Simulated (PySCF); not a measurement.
NMR problem set

- NMR shieldings at PBE0/pcSseg-1/GIAO
- J: B3LYP/pcJ-1
- coordinates at the PBE0-D3(BJ)/def2-SVP level
- program: PySCF 2.14.0 with density-fitted response routines
- equivalent nuclei averaged, no solvent, single conformer, non-relativistic

Chemical shifts δ = σref − σ; ¹H, ¹³C vs TMS, all at this level. Multiplet labels drop J under 1 Hz and among equivalent protons, and merge close values. Unscaled 3J(H,H) run several per cent high. One-bond C–F couplings are unscaled and too large by tens of Hz. Couplings to H on boron are left out. Carbons bonded to boron are broad in practice. Shifts are as computed. Against solution values, carbons near 30 ppm lie about +2 ppm off and those near 130 ppm about +5 ppm. Of 1211 compounds with measured shifts, 218 miss one by over three times the rms of a fit or turn the order of signals round; such compounds aren't used in these exercises.

(1) C$_{4}$H$_{4}$. ¹H NMR (400 MHz, computed): δ 8.14 (dd, J = 3.1, 1.6 Hz, 2H), 3.97 (dd, J = 3.1, 1.6 Hz, 2H). ¹³C{¹H} NMR (computed): δ 142.4, 123.3, 65.1. What is it?

(2) CH$_{2}$BF$_{3}$O. ¹H NMR (400 MHz, computed): δ 6.64 (t, J = 82.3 Hz, 1H), 4.36 (br, 1H). ¹³C{¹H} NMR (computed): δ 115.6 (td, J = 325.5, 14.3 Hz). What is it?

Results:

(1) Methylenecyclopropene. Rings plus π bonds: 3 (1 ring in the answer). 3 carbon signals for 4 carbons: some carbons are equivalent by symmetry or fast rotation. Carbon types of the structure: 1 × C, 2 × CH, 1 × CH2, which accounts for all hydrogens. δC 142.4: alkene CH; the olefinic region. δC 123.3: fully substituted alkene carbon; the olefinic region. δC 65.1: terminal =CH2 carbon. δH 3.97: hydrogen on a terminal =CH2 carbon; olefinic region.

(2) SMILES FBOC(F)F. Carbon types of the structure: 1 × CH, leaving 1 H on heteroatoms. δC 115.6: sp3 CH bonded to 2 F and O; 3 electronegative neighbours deshield it. δH 6.64: hydrogen on an sp3 CH bonded to 2 F and O; its carbon carries F and O, an electronegative neighbour. δH 4.36: hydrogen on a boron bonded to F, O.

The data come from this structure; uniqueness wasn't tested.
